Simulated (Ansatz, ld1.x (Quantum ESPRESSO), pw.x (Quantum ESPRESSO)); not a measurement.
# What a changed setting does to a pw.x run (fcc Al)

Potential: norm-conserving Troullier–Martins (Kleinman–Bylander form), ld1.x (Quantum ESPRESSO) 7.5, PBE; core [Ne], reference 3s2 3p1; waves: 3p (bound): rc 2.10 bohr; 3d channel at -0.05 Ry: rc 2.30 bohr; 3s (bound): rc 2.25 bohr; local part: the s channel; core correction: a·sin(br)/r model core inside 1.45 bohr.

The reference run (k-mesh 14³, cutoffs 50/200 Ry, Fermi–Dirac 0.01 Ry, mixing_beta 0.4, conv_thr 1e-9, no spin) gives -1.16 GPa at 16.527 Å³/atom, where all-electron LAPW gives -0.17 GPa. This run, with its own iteration cap, changes mixing_beta to 0.1.

```
&control
  calculation='scf', prefix='x', pseudo_dir='./', outdir='./tmp', tstress=.true., disk_io='none'
/
&system
  ibrav=0, nat=1, ntyp=1, ecutwfc=50, ecutrho=200, nbnd=8,
  occupations='smearing', smearing='fd', degauss=0.01
/
&electrons
  conv_thr=1e-09, mixing_beta=0.1, electron_maxstep=50
/
ATOMIC_SPECIES
Al 1.0 Al.UPF
CELL_PARAMETERS angstrom
  0.00000000 2.02172157 2.02172157
  2.02172157 0.00000000 2.02172157
  2.02172157 2.02172157 0.00000000
ATOMIC_POSITIONS crystal
Al 0.0000 0.0000 0.0000
K_POINTS automatic
14 14 14 0 0 0
```

```bash
pw.x < Al.scf.in > Al.scf.out
```

**Question.** How does the run end?

**Answer.** It converges in 8 iterations; the free energy moves by +0.0 meV/atom and the pressure by +0.00 GPa. The result is that of the reference run.

```
Message from routine setup:
     using ibrav=0 with symmetry is DISCOURAGED, use correct ibrav instead
     lattice parameter (alat)  =       5.4030  a.u.
     unit-cell volume          =     111.5297 (a.u.)^3
     number of electrons       =         3.00
     number of Kohn-Sham states=            8
     kinetic-energy cutoff     =      50.0000  Ry
     charge density cutoff     =     200.0000  Ry
     scf convergence threshold =      1.0E-09
     Exchange-correlation= PBE
     number of k points=   104  Fermi-Dirac smearing, width (Ry)=  0.0100
     iteration #  1     ecut=    50.00 Ry     beta= 0.10
     total energy              =      -4.87577445 Ry
     estimated scf accuracy    <       0.00682210 Ry
     iteration #  2     ecut=    50.00 Ry     beta= 0.10
     total energy              =      -4.87359703 Ry
     estimated scf accuracy    <       0.00542658 Ry
     iteration #  3     ecut=    50.00 Ry     beta= 0.10
     total energy              =      -4.87376874 Ry
     estimated scf accuracy    <       0.00000842 Ry
     iteration #  4     ecut=    50.00 Ry     beta= 0.10
     total energy              =      -4.87376973 Ry
     estimated scf accuracy    <       0.00000367 Ry
     iteration #  5     ecut=    50.00 Ry     beta= 0.10
     total energy              =      -4.87376978 Ry
     estimated scf accuracy    <       0.00000012 Ry
     iteration #  6     ecut=    50.00 Ry     beta= 0.10
     total energy              =      -4.87376979 Ry
     estimated scf accuracy    <          6.8E-09 Ry
     iteration #  7     ecut=    50.00 Ry     beta= 0.10
     total energy              =      -4.87376979 Ry
     estimated scf accuracy    <          2.2E-09 Ry
     iteration #  8     ecut=    50.00 Ry     beta= 0.10
     the Fermi energy is     7.8838 ev
!    total energy              =      -4.87376979 Ry
     estimated scf accuracy    <          7.0E-11 Ry
     smearing contrib. (-TS)   =      -0.00208111 Ry
     The total energy is F=E-TS. E is the sum of the following terms:
     one-electron contribution =       2.92433215 Ry
     hartree contribution      =       0.00746702 Ry
     xc contribution           =      -2.40317921 Ry
     ewald contribution        =      -5.40030864 Ry
     convergence has been achieved in   8 iterations
          total   stress  (Ry/bohr**3)                   (kbar)     P=      -11.56
     Message from routine punch:
     Nothing written, as per user request (disk_io='none')
```

The run took about 6.5 s on one core of a shared host (Neoverse-V1, 32 threads, 247 GiB, load 17).
